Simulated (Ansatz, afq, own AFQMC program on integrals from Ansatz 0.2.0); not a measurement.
AFQMC, coupled cluster and functionals along a coordinate of CH4, singlet

```xyz
5

C     0.0000    0.0000    0.0000
H     0.6280    0.6300    0.6292
H    -0.6316   -0.6267    0.6289
H    -0.6266    0.6282   -0.6325
H     0.6301   -0.6314   -0.6257
```

The C1–H3 distance is changed with both sides rigid. Energies in kcal/mol count from this geometry (1.090 Å) at the same level; the start stands on RHF, each point on the determinant named.

Basis 6-31G. Only valence electrons are correlated. Integrals, coupled cluster, full CI and functionals: Ansatz 0.2.0; the random walks run on the same integrals in our own AFQMC program. ph-AFQMC/CISD is guided by a CISD state made of CCSD amplitudes; releasing the constraint for a short imaginary time cuts its bias at the price of noise, slowly where states lie close. Uncertainties: one standard error, sampling alone.

Cautions, each for one point or more: (T) is large; cluster runs in doubt by the program's own checks; higher spins were not checked; restricted determinant unstable towards unrestricted; strong correlation; the next higher spin lies close; the ph-AFQMC/CISD walk drifts between its halves.

```tsv
r(C1–H3) / Å	det.	T1	weight	CCSD(T)	ph-AFQMC/CISD	released AFQMC	FCI	CCSDT(Q)	CCSD	PBE0
0.853	RHF	0.004	0.95	39.6	39.6 ± 0.05	39.6 ± 0.03	39.6	39.6	39.5	37.7
1.349	RHF	0.006	0.94	14.7	14.6 ± 0.06	14.7 ± 0.03	14.7	14.7	14.9	16.8
1.767	RHF	0.014	0.90	55.6	55.6 ± 0.08	55.5 ± 0.05	55.5	55.5	56.6	63.9
2.376	RHF	0.034	0.78	92.6	93.7 ± 0.1	93.4 ± 0.1	93.1	93.1	96.3	108.3§
3.667	RHF	0.072	0.53	99.0	107.7 ± 0.2	107.9 ± 0.2	107.4	107.5	113.3	118.2§
```

Weight is that of the determinant in the CISD state; at the start T1 is 0.004 and the weight 0.95. Symmetry can't show for every point that it stays on the start's state. § marks a functional whose ⟨S²⟩ is too high by over 0.1. Largest departures from full CI: CCSD(T) -8.4 kcal/mol at 3.667 (on RHF), ph-AFQMC/CISD 0.6 kcal/mol at 2.376 (on RHF), released AFQMC 0.4 kcal/mol at 3.667 (on RHF), CCSDT(Q) 0.1 kcal/mol at 3.667 (on RHF), CCSD 5.8 kcal/mol at 3.667 (on RHF). The functionals aren't scored here. In this small basis the wave-function levels are far from their limit, so their gap to the functionals isn't the functionals' error.

Some points may be missing: those where a free walk finds a much lower state, and past Zn most of those on another determinant than at the start.

CCSDT and higher add their correlation energy to the determinant of the CCSD(T) run, since their own runs factorise the integrals more tightly (a shift of under 2 meV). A walk keeps the symmetry of its determinant, which the program's search chose and which needn't be the lowest solution, so a lower state of the same spin and another symmetry isn't excluded. Released energies are given only where the last usable release times agree within the noise; a slower fall can still hide under it.
